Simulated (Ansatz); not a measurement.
Compare A (`C#CCOC`) with its isomer B (`C/C=C/C=O`).

Calculated with Ansatz (gas phase, PBE0-D4/def2-TZVP geometries, no zero-point term in ΔE). CBS: MP2 limit from def2 TZ/QZ plus the TZ coupled-cluster correction, frozen cores. DFT in def2-TZVPP. B3LYP here is the variant with VWN-RPA as its local correlation; programs differ in this. Each species was taken in one conformer, which may not be the lowest.

Problem. Which is lower in electronic energy at CCSD(T)/CBS, and by how much? (Estimate.)

Solution. The calculation gave: B, by 41.8 kcal/mol.

Problem. Give E(B) − E(A) in kcal/mol with B3LYP-D4, r2SCAN-D4, HF/def2-TZVPP, LDA (SPW92), CCSD(T)/def2-TZVPP, ωB97M-V, MP2/def2-TZVPP. (Best estimate.)

Solution. The calculation gave: B3LYP-D4 -44.9, r2SCAN-D4 -46.7, HF/def2-TZVPP -42.8, LDA (SPW92) -45.6, CCSD(T)/def2-TZVPP -42.2, ωB97M-V -42.8, MP2/def2-TZVPP -41.2. None reverses the order clearly.

Problem. Does the order hold for the free energy at 298.15 K (harmonic terms from PBE0-D4)? (An estimate is asked.)

Solution. Computed: Yes: G(B) − G(A) = -41.4 kcal/mol, for one conformer each.

Largest T1 diagnostic: 0.014.

From BLYP to BHLYP (50 % exact exchange), in def2-TZVPP and without D4, E(B) − E(A) moves by +1.4 kcal/mol. Leaving LDA and LC-ωPBE aside and taking each functional with its dispersion term where it has one, the values, not all of them listed here, spread over 4.9 kcal/mol, from revPBE-D4 to ωB97M-V. LDA lies +1.2 kcal/mol from PBE without D4.
